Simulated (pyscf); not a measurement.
Elementary routes open to H₃C–InH₂ + H₂S in the gas phase (singlet surface):
A. CH₄ + HS–InH₂ (C–In, H–S broken; C–H, In–S formed)
B. H₃C–InH–SH + H₂ (H–In, H–S broken; In–S, H–H formed)

PySCF, gas phase, ωB97X-D3(BJ)/def2-SVP geometries.

Rank the routes by free-energy barrier at 600 K, lowest first, for ωB97M-D3(BJ)/def2-TZVP energies (ideal gas, 1 atm, RRHO with modes under 100 cm⁻¹ raised to 100, one conformer, R ln 2 for chiral ones without a mode under 150 cm⁻¹).

B (32.0 kcal/mol), A (35.3 kcal/mol)

Route B is the fastest of these, ahead of the next by 3.2 kcal/mol. The most stable products are those of A (ΔG = -24.4 kcal/mol), whose barrier is 3.2 kcal/mol higher: the kinetic and the thermodynamic product differ. At 1200 K B is still the fastest. A: On the reactant side the descent ends in an adduct with a In–S contact, 12.6 kcal/mol under the separated species and 21.2 kcal/mol under the saddle at ωB97X-D3(BJ)/def2-TZVP. B: On the reactant side the descent ends in an adduct with a In–S contact, 12.6 kcal/mol under the separated species and 17.5 kcal/mol under the saddle at ωB97X-D3(BJ)/def2-TZVP. Only these routes are compared; each barrier is that of the saddle found, and lower ones may exist. Elements past Kr carry the def2 core potentials, without spin-orbit coupling.
